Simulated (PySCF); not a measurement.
Species: C₄H₇ (doublet state).
Atom-mapped SMILES: `[CH3:1][C:2]1[CH2:3][CH2:4]1` (hydrogens: H5, H6, H7 on C1; H8, H9 on C3; H10, H11 on C4)

Method used: UKS B3LYP, pcH-1 on C H, non-relativistic, mean-field spin-orbit, GIAO (PySCF). Isolated species at its GFN2-xTB geometry, gas phase. Couplings are sensitive to structure, and on GFN2-xTB geometries they can be far from those on DFT ones. No stability test was run, so a lower SCF solution isn't excluded.

(1) Break the g tensor into its mass correction, gauge correction and orbital-Zeeman/spin–orbit terms.

(2) At 9.387 GHz, how far is the centre of the isotropic spectrum from where a free electron (g = 2.002319) resonates?

(3) What effective moment and Curie constant follow for a powder?

(4) In a frozen sample, at which fields do the three g values resonate at 9.5, 34, 94 and 263 GHz (hyperfine left aside), and which band first spreads them over more than twice a line width of 0.3 mT?

## Answers

(1) 
```csv
Δg (ppm),1,2,3
relativistic mass correction,-143,-143,-143
gauge correction,8,17,15
orbital Zeeman/spin–orbit,-28,696,833
total,-163,570,705
```

So g = 2.00216, 2.00289, 2.00302 and g_iso = 2.00269; the tensor is rhombic: the two nearest values differ by 16 % of g3 − g1. Axes: g3 points within 3° of the C1–C2 bond.

(2) B = hν/(g μB) with μB/h = 13.99624 MHz/mT gives 334.95 mT for the free electron and 334.89 mT at g_iso, 0.06 mT lower.

(3) With the mean of g² = 4.0108 and S(S+1) = 0.75: μ_eff = √(⟨g²⟩S(S+1)) = 1.734 μB and χT = 0.12505·⟨g²⟩·S(S+1) = 0.376 cm³ K/mol (cgs; spin-Hamiltonian part alone).

(4) 
| band | GHz | B(g3) mT | B(g2) mT | B(g1) mT | spread mT |
| --- | --- | --- | --- | --- | --- |
| X | 9.5 | 338.86 | 338.89 | 339.01 | 0.15 |
| Q | 34.0 | 1212.78 | 1212.86 | 1213.30 | 0.53 |
| W | 94.0 | 3352.97 | 3353.20 | 3354.43 | 1.45 |
| J | 263.0 | 9381.19 | 9381.82 | 9385.26 | 4.07 |

The spread grows in proportion to the frequency. W band is the first where it exceeds 0.6 mT.

The Mulliken spin populations are largest on C2 (+0.92) and H7 (+0.07). No atom but C2 exceeds +0.15. The angles at C2 add up to 327.9°, so it is pyramidal.

The HOMO–LUMO gaps are 6.94 eV among the α and 6.26 eV among the β orbitals.
